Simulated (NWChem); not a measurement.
Total energies of CH (+1)

```
C
H 1 1.1472
```
Charge +1, spin multiplicity 1.

Everything below was run with NWChem. The geometry was optimised at PBE0/def2-SVP, a minimum by its harmonic frequencies.

Basis set: def2-TZVP (37 functions).

| method | total energy (Ha) |
|---|---|
| RHF | -37.90739 |
| MP2 | -37.98937 |
| B2PLYP | -38.06010 |
| PBE | -38.02570 |
| B3LYP | -38.09253 |
| LC-wPBE (omega 0.3 per bohr) | -38.03958 |
| CCSD(T) | -38.02140 |

Total energies of different functionals aren't comparable as a measure of quality: only differences taken within one method are. 

The correlated methods keep 1 core orbital frozen. B3LYP has NWChem's definition, with VWN1-RPA local correlation. The structure started from a generated list of species. Coupled-cluster values serve here as a point of comparison, not as the truth.
